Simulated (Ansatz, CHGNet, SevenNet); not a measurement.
# Wurtzite AlN: properties by level of theory

Reference values: lattice constant a 3.111 Å (measured, low temperature, extrapolated to low temperature; as tabulated in arXiv:1206.3780); lattice parameter c 4.979 Å (measured, low temperature, extrapolated to low temperature; as tabulated in arXiv:1206.3780).

| level (code) | lattice parameter a (Å) | c axis length (Å) |
|---|---|---|
| CHGNet 0.3.0 (CHGNet) | 3.130 | 5.009 |
| SevenNet-0 (SevenNet) | 3.128 | 5.014 |
| PBE (Ansatz) | 3.130 | 5.019 |
| PBE-D4 (Ansatz) | 3.107 | 4.975 |
| rVV10 (Ansatz) | … | 5.035 |
| r²SCAN (Ansatz) | 3.107 | 4.978 |

Some entries are withheld; supply them.


- rVV10 (Ansatz, a quantum-chemistry and plane-wave program), lattice parameter a (Å): 3.133

Differences from the reference values (errors of the level alone only where the reference is corrected to a static lattice):

```
level         lattice constant a (%)  lattice parameter c (%)
------------  ----------------------  -----------------------
CHGNet 0.3.0                   +0.61                    +0.60
SevenNet-0                     +0.55                    +0.70
PBE                            +0.61                    +0.80
PBE-D4                         -0.13                    -0.08
rVV10                          +0.71                    +1.12
r²SCAN                         -0.13                    -0.02
```

Nearest: lattice constant a, not ranked (one source); lattice parameter c, not ranked (one source).

Machine-learned potentials (CHGNet 0.3.0, SevenNet-0) are trained on DFT data, which may include these solids.

Ansatz's density-functional and Hartree–Fock values are scalar-relativistic unless marked +SOC, with PAW data made under PBE.

Differences are worked out from the printed values.

The computed numbers hold no vibrational or temperature effects.
